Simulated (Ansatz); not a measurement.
# Rock-salt NaI: elastic constant C12 by level of theory

No measured value is used here.

| level (code) | value (GPa) | cell (Å³/atom) |
|---|---|---|
| LDA (Ansatz) | ? | 30.66 |
| PBE (Ansatz) | 7.94 | 34.80 |
| r²SCAN (Ansatz) | 7.96 | 33.71 |
| Hartree–Fock (Ansatz) | 7.98 | 38.18 |

**Question.** Some entries are withheld; supply them.

**Answer.** 
- LDA (Ansatz, a program for electronic structure), value (GPa): 8.99

Each level is taken at its own relaxed cell. Cutoffs differ between the levels. Ansatz's density-functional and Hartree–Fock values are scalar-relativistic unless marked +SOC, with PAW data made under PBE.
